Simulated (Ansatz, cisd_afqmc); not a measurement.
System: HO, charge -1, singlet. HO- (SMILES [OH-]).
NHTBH set geometry:
```xyz
2

O      0.0000     0.0000    -0.1069
H      0.0000     0.0000     0.8551
```
Charge -1, spin multiplicity 1.

Total energies in aug-cc-pVQZ, 8 correlated electrons, 1 frozen orbitals. UHF or UKS for unpaired electrons; spin-orbit terms are left out. Cores are frozen in correlated methods. No relativity. The Monte Carlo rows (phaseless AFQMC, CISD trial, step 0.005/hartree) carry one-sigma bars that omit the constraint's bias. Outlying blocks are dropped, and bars are widened where a walk drifts. Over all cases where full CI ran beside it in this data, AFQMC minus full CI had a median of +0.1 mEh and passed +0.4 mEh in a tenth of the cases.

```json
[
 {"method": "HF", "program": "Ansatz", "energy (Eh)": "-75.41704", "minus CCSDT(Q) (mEh)": "313.99"},
 {"method": "MP2", "program": "Ansatz", "energy (Eh)": "-75.72496", "minus CCSDT(Q) (mEh)": "6.07"},
 {"method": "CCSD", "program": "Ansatz", "energy (Eh)": "-75.71698", "minus CCSDT(Q) (mEh)": "14.05"},
 {"method": "CCSD(T)", "program": "Ansatz", "energy (Eh)": "-75.73033", "minus CCSDT(Q) (mEh)": "0.70"},
 {"method": "CCSDT(Q)", "program": "Ansatz", "energy (Eh)": "-75.73103", "minus CCSDT(Q) (mEh)": "0.00"},
 {"method": "AFQMC/CISD", "program": "cisd_afqmc", "energy (Eh)": "-75.7306 ± 0.0003", "minus CCSDT(Q) (mEh)": "0.4 ± 0.3"}
]
```

Rough core times of Ansatz's runs on a shared machine: CCSD(T) under 20 s, CCSDT(Q) 3 min.

Ansatz is an electronic-structure program.
